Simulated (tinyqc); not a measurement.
Inside a calculation. Method: coupled-perturbed Hartree-Fock on RHF in the sto-3g basis, for HF, spin multiplicity 1. One step of it, computed by the program tinyqc.

Question. Response to a field: uncoupled start. Field along y; U_ai = -mu_ai / (e_a - e_i), alpha = -4 sum U_ai mu_ai.

orbital energies (hartree): MO1 -25.915245, MO2 -1.432167, MO3 -0.532902, MO4 -0.462012, MO5 -0.462012, MO6 0.472101

dipole integrals <a|y|i> (bohr):
```
          i1        i2        i3         i4         i5
a6  0.000000  0.000000  0.000000  -0.015455  -0.012394
```

Give: uncoupled U; uncoupled polarisability.

Answer.

uncoupled U:
```
        i1      i2      i3      i4      i5
a6  0.0000  0.0000  0.0000  0.0165  0.0133
```

uncoupled polarisability = 0.0017 bohr^3
